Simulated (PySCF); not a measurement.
## Basis-set dependence of excited states

Compound: C₄H₇Cl.
Cartesian coordinates in Å at the PBE0-D3(BJ)/def2-SVP level; atoms count from 1:
```
atom  x, y, z in Å
C1     1.3072   -0.6966   -0.0697
C2     0.5556    0.5682    0.1771
C3    -0.7704    0.7425    0.2495
C4    -1.8085   -0.3083    0.0848
Cl5   -2.7549   -0.5287    1.6036
H6     0.6570   -1.5733   -0.1918
H7     1.9316   -0.6100   -0.9744
H8     1.9970   -0.9024    0.7653
H9     1.1769    1.4611    0.3164
H10   -1.1544    1.7473    0.4549
H11   -2.5423   -0.0298   -0.6849
H12   -1.3894   -1.2884   -0.1723
```

TDDFT with PBE0 (PySCF), vertical singlets, core orbitals frozen in the response, spherical d and f functions. Isolated species at its PBE0-D3(BJ)/def2-SVP geometry (one conformer only).

**Question.** Compare 6-31G*, def2-SVP, def2-SVPD and def2-TZVP for this molecule.

**Answer.** 

```
    basis  functions  diffuse  S1 (eV)  S2 (eV)  S3 (eV)  S4 (eV)  S5 (eV)  LUMO (eV)  α (au)
   6-31G*         88       no     6.65     6.77     7.00     8.04     8.24       0.04    52.7
 def2-SVP        109       no     6.63     6.65     7.07     7.79     8.13      -0.02    53.6
def2-SVPD        163      yes     6.40     6.58     6.77     7.06     7.47      -0.39    66.7
def2-TZVP        203       no     6.47     6.60     6.85     7.39     7.83      -0.25    62.4
```

States are compared by their number. Against the only diffuse basis here (def2-SVPD, itself not a converged limit), sets without diffuse functions differ by up to 0.25 eV in S1 and 0.76 eV in S5. S1 is led by HOMO-2→LUMO (51%) in def2-SVP and by HOMO→LUMO (70%) in def2-SVPD. State by state, the largest deviation of a set without diffuse functions is S1 0.25, S2 0.18, S3 0.30, S4 0.98, S5 0.76 eV. The same number needn't mean the same state in each row. Against def2-SVPD the polarisability deviates by -21% in 6-31G*, -20% in def2-SVP, -6% in def2-TZVP.
